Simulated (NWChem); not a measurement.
All runs are NWChem calculations. System: chloroform (CHCl$_{3}$), charge 0, spin multiplicity 1, at a geometry optimised with PBE/def2-SVP. Level: RHF/def2-TZVP.

Job file:

```
start mol
memory heap 200 mb stack 900 mb global 1100 mb
geometry units angstroms nocenter noautoz
  Cl     0.852323    -0.066552     1.473644
  C     -0.009260     0.453522     0.000000
  Cl     0.852323    -0.066552    -1.473644
  Cl    -1.699513    -0.118524     0.000000
  H     -0.031683     1.556539     0.000000
  symmetry group Cs
end
basis spherical
  * library def2-tzvp
end
scf
  rhf
  nopen 0
  maxiter 100
  thresh 1e-7
  semidirect memsize 60000000 filesize 0
end
task scf energy
```

NWChem printed:

```
             Northwest Computational Chemistry Package (NWChem) 7.3.0
             --------------------------------------------------------

                                NWChem Input Module
                                -------------------

 Scaling coordinates for geometry "geometry" by  1.889725989
 (inverse scale =  0.529177249)

 Turning off AUTOSYM since
 SYMMETRY directive was detected!

                             Geometry "geometry" -> ""
                             -------------------------

 Output coordinates in angstroms (scale by  1.889725989 to convert to a.u.)

  No.       Tag          Charge          X              Y              Z
 ---- ---------------- ---------- -------------- -------------- --------------
    1 Cl                  17.0000     0.85232300    -0.06655200     1.47364400
    2 C                    6.0000    -0.00926000     0.45352200     0.00000000
    3 Cl                  17.0000     0.85232300    -0.06655200    -1.47364400
    4 Cl                  17.0000    -1.69951300    -0.11852400     0.00000000
    5 H                    1.0000    -0.03168300     1.55653900     0.00000000

 Effective nuclear repulsion energy (a.u.)     260.7072735882

            Nuclear Dipole moment (a.u.)
            ----------------------------
        X                 Y               Z
 ---------------- ---------------- ----------------
     0.0000340151    -0.0000094486     0.0000000000

      Symmetry information
      --------------------

 Group name             Cs
 Group number              2
 Group order               2
 No. of unique centers     4

      Symmetry unique atoms

     1    2    4    5


 Summary of "ao basis" -> "" (spherical)
 ------------------------------------------------------------------------------
       Tag                 Description            Shells   Functions and Types
 ---------------- ------------------------------  ------  ---------------------
 *                         def2-tzvp                  on all atoms

 Summary of "ao basis" -> "ao basis" (spherical)
 ------------------------------------------------------------------------------
       Tag                 Description            Shells   Functions and Types
 ---------------- ------------------------------  ------  ---------------------
 Cl                        def2-tzvp                13       37   5s5p2d1f
 C                         def2-tzvp                11       31   5s3p2d1f
 H                         def2-tzvp                 4        6   3s1p

                                 NWChem SCF Module
                                 -----------------

  ao basis        = "ao basis"
  functions       =   148
  atoms           =     5
  closed shells   =    29
  open shells     =     0
  charge          =   0.00
  wavefunction    = RHF
  use symmetry    = T
  symmetry adapt  = T

 Summary of "ao basis" -> "ao basis" (spherical)
 ------------------------------------------------------------------------------
       Tag                 Description            Shells   Functions and Types
 ---------------- ------------------------------  ------  ---------------------
 Cl                        def2-tzvp                13       37   5s5p2d1f
 C                         def2-tzvp                11       31   5s3p2d1f
 H                         def2-tzvp                 4        6   3s1p

      Symmetry analysis of basis
      --------------------------

        a'         88
        a"         60

 Forming initial guess at       0.1s
[...]
    31 a'         32 a"         33 a'         34 a'         35 a"
    36 a'         37 a'         38 a'         39 a"

             Final eigenvalues
             -----------------

              1
    1 -104.8630
    2 -104.8630
    3 -104.8630
    4  -11.4380
    5  -10.5907
    6  -10.5907
    7  -10.5907
    8   -8.0575
    9   -8.0575
   10   -8.0575
   11   -8.0558
   12   -8.0558
   13   -8.0558
   14   -8.0557
   15   -8.0557
   16   -8.0557
   17   -1.2325
   18   -1.1118
   19   -1.1118
   20   -0.8715
   21   -0.6743
   22   -0.6215
   23   -0.6215
   24   -0.5022
   25   -0.5022
   26   -0.4682
   27   -0.4682
   28   -0.4635
   29   -0.4522
   30    0.1125
   31    0.1579
   32    0.1702
   33    0.1702
   34    0.2740
   35    0.3109
   36    0.3109
   37    0.3886
   38    0.4151
   39    0.4151

                       ROHF Final Molecular Orbital Analysis
                       -------------------------------------

 Vector   27  Occ=2.000000D+00  E=-4.682368D-01  Symmetry=a"
              MO Center=  2.9D-01, -1.3D-02, -2.0D-09, r^2= 4.0D+00
   Bfn.  Coefficient  Atom+Function         Bfn.  Coefficient  Atom+Function
  ----- ------------  ---------------      ----- ------------  ---------------
    17      0.257002  1 Cl pz                85      0.257002  3 Cl pz
   122      0.255802  4 Cl pz                16      0.247646  1 Cl py
    84     -0.247646  3 Cl py               125      0.167562  4 Cl pz
    19      0.164203  1 Cl py                87     -0.164203  3 Cl py
    20      0.163148  1 Cl pz                88      0.163148  3 Cl pz

 Vector   28  Occ=2.000000D+00  E=-4.635112D-01  Symmetry=a'
              MO Center= -9.4D-04,  4.7D-02, -2.1D-13, r^2= 3.8D+00
   Bfn.  Coefficient  Atom+Function         Bfn.  Coefficient  Atom+Function
  ----- ------------  ---------------      ----- ------------  ---------------
    16      0.296252  1 Cl py                84      0.296252  3 Cl py
   121      0.296457  4 Cl py                19      0.204624  1 Cl py
    87      0.204624  3 Cl py               124      0.204555  4 Cl py
   144     -0.171692  5 H  s

 Vector   29  Occ=2.000000D+00  E=-4.521562D-01  Symmetry=a"
              MO Center=  1.7D-03, -7.4D-02,  4.3D-13, r^2= 4.1D+00
   Bfn.  Coefficient  Atom+Function         Bfn.  Coefficient  Atom+Function
  ----- ------------  ---------------      ----- ------------  ---------------
   122      0.340412  4 Cl pz                15      0.294775  1 Cl px
    83     -0.294775  3 Cl px               125      0.225399  4 Cl pz
    18      0.195183  1 Cl px                86     -0.195183  3 Cl px
    17     -0.170227  1 Cl pz                85     -0.170227  3 Cl pz
   119      0.156493  4 Cl pz

 Vector   30  Occ=0.000000D+00  E= 1.125140D-01  Symmetry=a'
              MO Center= -6.5D-03,  3.3D-01,  1.2D-14, r^2= 4.9D+00
   Bfn.  Coefficient  Atom+Function         Bfn.  Coefficient  Atom+Function
  ----- ------------  ---------------      ----- ------------  ---------------
   145      1.067728  5 H  s                 42     -1.026971  2 C  s
    41     -0.961084  2 C  s                123      0.422508  4 Cl px
    20     -0.367786  1 Cl pz                88      0.367786  3 Cl pz
     5      0.313703  1 Cl s                 73      0.313703  3 Cl s
   110      0.313571  4 Cl s                 47      0.228591  2 C  py

 Vector   31  Occ=0.000000D+00  E= 1.578879D-01  Symmetry=a'
              MO Center= -3.2D-02,  1.6D+00,  3.9D-14, r^2= 4.4D+00
   Bfn.  Coefficient  Atom+Function         Bfn.  Coefficient  Atom+Function
  ----- ------------  ---------------      ----- ------------  ---------------
   145      3.288137  5 H  s                 50     -1.861045  2 C  py
    42     -1.626219  2 C  s                 41      0.405705  2 C  s
   123     -0.364454  4 Cl px               144     -0.336536  5 H  s
    20      0.312602  1 Cl pz                88     -0.312602  3 Cl pz
     5     -0.291779  1 Cl s                 73     -0.291779  3 Cl s

 Vector   32  Occ=0.000000D+00  E= 1.702328D-01  Symmetry=a"
              MO Center=  4.6D-01,  1.4D-01, -9.7D-11, r^2= 4.7D+00
   Bfn.  Coefficient  Atom+Function         Bfn.  Coefficient  Atom+Function
  ----- ------------  ---------------      ----- ------------  ---------------
    51      1.247342  2 C  pz                 5     -0.890776  1 Cl s
    73      0.890776  3 Cl s                 20      0.496862  1 Cl pz
    88      0.496862  3 Cl pz                18      0.489503  1 Cl px
    86     -0.489503  3 Cl px                48      0.480674  2 C  pz
   125     -0.340331  4 Cl pz                19     -0.297997  1 Cl py

 center of mass
 --------------
 x =   0.00058406 y =  -0.02865749 z =   0.00000000

 moments of inertia (a.u.)
 ------------------
         562.665534576286         -10.631796153275           0.000000000000
         -10.631796153275        1084.493813112023           0.000000000000
           0.000000000000           0.000000000000         562.423048604438

  Mulliken analysis of the total density
  --------------------------------------

    Atom       Charge   Shell Charges
 -----------   ------   -------------------------------------------------------
    1 Cl  17    17.08   2.01  0.45  1.52  1.10  0.84  4.18  1.69  1.07  2.80  1.36  0.02  0.04  0.01
    2 C    6     5.93   0.85  1.12  0.48  0.77 -0.07  1.07  1.38  0.09  0.03  0.20  0.01
    3 Cl  17    17.08   2.01  0.45  1.52  1.10  0.84  4.18  1.69  1.07  2.80  1.36  0.02  0.04  0.01
    4 Cl  17    17.08   2.01  0.45  1.52  1.10  0.84  4.18  1.69  1.07  2.80  1.36  0.02  0.04  0.01
    5 H    1     0.84   0.26  0.47  0.09  0.02

       Multipole analysis of the density wrt the origin
       ------------------------------------------------

     L   x y z        total         open         nuclear
     -   - - -        -----         ----         -------
     0   0 0 0     -0.000000      0.000000     58.000000

     1   1 0 0     -0.010108      0.000000      0.000034
     1   0 1 0      0.491201      0.000000     -0.000009
     1   0 0 1      0.000000      0.000000      0.000000

     2   2 0 0    -33.183422      0.000000    263.554640
     2   1 1 0     -0.038530      0.000000      5.075338
     2   1 0 1      0.000000      0.000000      0.000000
     2   0 2 0    -31.289959      0.000000     14.449646
     2   0 1 1      0.000000      0.000000      0.000000
     2   0 0 2    -33.184583      0.000000    263.670625

 Task  times  cpu:       12.4s     wall:       12.4s

 Total times  cpu:       12.4s     wall:       12.4s
```
